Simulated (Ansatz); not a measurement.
## How methods differ on SiNH4 (SMILES [NH][SiH3])

The species is SiNH4 (6 atoms), meant as a doublet with charge 0. SMILES: `[NH][SiH3]`. Geometry: relaxed at PBE0-D4/def2-TZVP.

| atom | x (Å) | y (Å) | z (Å) |
| --- | --- | --- | --- |
| N | 0.5921 | -0.8352 | 0.9095 |
| Si | -0.2037 | 0.3476 | -0.1100 |
| H | 0.9228 | -1.6407 | 0.3727 |
| H | -1.3106 | -0.2823 | -0.8855 |
| H | 0.7895 | 0.9118 | -1.0689 |
| H | -0.7481 | 1.4348 | 0.7362 |

Each level gives the energy change with the N1–Si2 bond stretched from 1.753 to 2.191 Å (eV). The values are calculated.

```csv
level,kind,program,value (eV),less CCSD(T)/STO-3G,CPU time (all runs)
UHF/STO-3G,Hartree–Fock,Ansatz,1.33,+0.41,0.23 s
USVWN5/STO-3G,LDA,Ansatz,1.06,+0.14,2.3 s
UBLYP/STO-3G,GGA,Ansatz,0.80,-0.12,3.7 s
U-r2SCAN0/STO-3G,hybrid meta-GGA,Ansatz,1.16,+0.24,11 s
UCAM-B3LYP/STO-3G,range-separated hybrid,Ansatz,1.12,+0.20,4.9 s
UHSE06/STO-3G,range-separated hybrid,Ansatz,1.07,+0.15,5.2 s
UB2PLYP/STO-3G,double hybrid,Ansatz,1.09,+0.17,4.3 s
UMP2/STO-3G,perturbation theory,Ansatz,1.30,+0.38,0.24 s
UBCCD(T)/STO-3G,coupled cluster or CI,Ansatz,0.92,0.00,0.63 s
UCCSD(T)/STO-3G,coupled cluster or CI,Ansatz,0.92,0.00,0.47 s
```

UCCSD(T)/STO-3G is the highest level here, not the true value. The first shape isn't each level's own minimum. The values span 0.80 to 1.33 eV. Spin contamination of the reference (⟨S²⟩ at least 0.1 too high) touches UHF/STO-3G, UMP2/STO-3G, UBCCD(T)/STO-3G, UCCSD(T)/STO-3G. All rows use very small basis sets, so even the best lies far from the true value. CPU times are rough (shared hosts, several kinds of processor): they show what a rung costs within a factor of a few.
